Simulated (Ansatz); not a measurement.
We consider α-N2, described by PBE-D4 in Ansatz (plane waves, PAW).

Numerical settings: plane-wave cutoff 520 eV, 6×6×6 k mesh, Fermi–Dirac smearing 0.01 eV, scalar-relativistic PAW data made under PBE.

Computed at the level's own relaxed cell.

```
CELL_PARAMETERS angstrom
      5.71143     0.00000     0.00000
      0.00000     5.71143     0.00000
      0.00000     0.00000     5.71143
ATOMIC_POSITIONS crystal
  N  0.94433 0.55567 0.44433
  N  0.44433 0.94433 0.55567
  N  0.94433 0.94433 0.94433
  N  0.05567 0.05567 0.05567
  N  0.55567 0.44433 0.94433
  N  0.55567 0.05567 0.44433
  N  0.44433 0.55567 0.05567
  N  0.05567 0.44433 0.55567
```

Problem. List the 26 lowest band energies at Γ above −25 eV (eV, relative to the valence band maximum), grouping those that round alike.

Solution. At Γ: -18.12, -18.07 (×3), -3.53 (×3), -3.38, -1.66 (×3), -1.48 (×2), -1.33 (×3), -0.82, -0.02 (×3), 7.44 (×3), 8.25 (×3).

Ansatz is an electronic-structure program.
